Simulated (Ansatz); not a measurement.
Ansatz (a quantum-chemistry and plane-wave program) input (B3LYP/LANL2DZ): The .json file is the Basis Set Exchange's LANL2DZ.

Ansatz 0.2 input:
```yaml
crystal:
  periodic: [false, false, false]
  atoms:
    - {symbol: C, position_ang: [-0.00000000, -0.00000000, -0.16050164]}
    - {symbol: H, position_ang: [0.00000000, 0.00000000, 0.96300985]}
basis:
  gaussian:
    orbitals: LANL2DZ.json
hamiltonian:
  xc: {name: B3LYP}
magnetization: {spin_polarized: true, initial_magnetization: 1}
relax: {f_tol: 0.003, max_steps: 120}
```

Question: Predict the final energy.

Answer: -38.47784 Eh.
